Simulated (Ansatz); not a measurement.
# CH₂ (triplet): the correlation ladder, def2-QZVPP

The task here is to estimate one member of a computed series from the others.

Computed with Ansatz 0.2.0, Gaussian basis. Level: def2-QZVPP, core rule «outside noble gas», up to 1 orbitals frozen.

To be run: UHF; ROHF; CCSD(T) on UHF.

2 further runs of the same task are left out: 2 set aside as unsound or not needed.

**What is computed**

The geometry is a PBE0/def2-TZVP stationary point (not a proven minimum).

3 atoms, charge 0, spin multiplicity 3.

Atoms are counted from 1 here; the program's logs count them from 0.

Bond lengths: C1–H2 1.079 Å, C1–H3 1.079 Å. Angles: H2–C1–H3 134.8°.

The first run:

Input file in.yaml:

```yaml
crystal:
  periodic: [false, false, false]
  atoms:
    - {symbol: C, position_ang: [0.000000, -0.059567, 0.000000]}
    - {symbol: H, position_ang: [0.000000, 0.354901, -0.996161]}
    - {symbol: H, position_ang: [0.000000, 0.354901, 0.996161]}
basis:
  gaussian: {orbitals: "def2-QZVPP.json"}
magnetization: {spin_polarized: true, initial_magnetization: 2}
hamiltonian: {xc: hf}
output: {orbitals: {seedname: orbitals}}
```

The run is started by

```sh
> ansatz run in.yaml --threads 1 --pin off --events-out ev --progress --plain --max-ram 2393MiB
```

Among the steps run: UHF; ROHF; CCSD(T) on UHF.

One of the session's tables, all rows but one given; the rest of the session is left out.

| method | from UCCSD(T) (meV) |
| --- | --- |
| ROHF | +4153.2 |
| UHF | ? |
| UMP2 | +583.9 |
| UCCSD | +104.9 |
| UCCSD(T) | 0 |

**Question.** Estimate the row for UHF.

As computed: from UCCSD(T) (meV): +3998.6. In the column «from UCCSD(T) (meV)» it lies between UMP2 (+583.9) and ROHF (+4153.2).
